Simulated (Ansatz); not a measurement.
Worked example: the barrier

An elementary step of CH5FSi, singlet (CH₅FSi ([CH3][SiH2][F]) → CH₄Si ([CH2][SiH2]) + HF; bonds formed: F2–H4; bonds broken: Si1–F2, C3–H4). “Start” is the structure reached by relaxing down from the saddle towards the reactants; PBE0-D4/def2-TZVP structures. The saddle:

Si1  (-0.852, -0.013, 0.164)
F2  (0.299, -1.619, -0.825)
C3  (0.671, 0.792, 0.241)
H4  (0.852, -0.812, -0.553)
H5  (-1.798, 0.167, -0.955)
H6  (-1.359, -0.872, 1.252)
H7  (0.931, 1.562, -0.478)
H8  (1.256, 0.795, 1.154)
(Å)

Computed with Ansatz 0.2.0 (basis: def2-TZVPP and def2-QZVPP); correlated methods freeze the cores.

Energies in eV:

| quantity | saddle | start |
| --- | --- | --- |
| Hartree–Fock, triple zeta (X = 3) | -11677.40916 | -11681.81957 |
| Hartree–Fock, quadruple zeta (X = 4) | -11677.83501 | -11682.26439 |
| MP2 correlation, X = 3 | -15.81960 | -15.16513 |
| MP2 correlation, X = 4 | -17.06880 | -16.40506 |
| CCSD(T) correlation, X = 3 | -17.15815 | -16.51379 |

(1) Work out the barrier at the basis limit: extrapolate Hartree–Fock as E(X) = E∞ + A exp(−7.88 √X) and the MP2 correlation as E(X) = E∞ + B X^−2.97 (the exponents that Neese and Valeev fitted for def2-TZVPP and QZVPP), then add CCSD(T) − MP2 in triple zeta.

The T1 diagnostic stays at or below 0.016. The restricted Hartree–Fock reference is unstable towards an unrestricted one at one or more of these structures.

Results:

(1) Each step is linear, so take the differences first (saddle − start): Hartree–Fock 4.41041 (X = 3) and 4.42938 (X = 4); MP2 correlation -0.65447 and -0.66374; CCSD(T) correlation -0.64436.
Two points give E∞ = E(4) + w [E(4) − E(3)], with w = 1/(exp(7.88 (2 − √3)) − 1) = 0.1377 for Hartree–Fock and w = 1/((4/3)^2.97 − 1) = 0.7407 for the correlation.
Hartree–Fock: 4.42938 + 0.1377 × 0.01897 = 4.4320 eV.
MP2 correlation: -0.66374 + 0.7407 × (-0.00927) = -0.6706 eV.
CCSD(T) − MP2: -0.64436 − (-0.65447) = 0.0101 eV.
Sum: 4.4320 + (-0.6706) + 0.0101 = 3.7715 eV, or 86.97 kcal/mol. Plain CCSD(T) in triple zeta gives 3.7660 eV, so the larger basis shifts the result by 0.0055 eV.

Labels in which every atom is bracketed show which atoms are joined, not bond orders.

For scale, one of the runs: CCSD(T)/def2-TZVPP, 174 basis functions, launched by `ansatz run in.yaml --threads 2 --pin off --events-out ev --progress --plain --max-ram 4352MiB`. Hardware: 2 CPU threads of an Intel Xeon 6975P-C, shared host. Wall time 11 s; peak host memory 1.7 GiB.
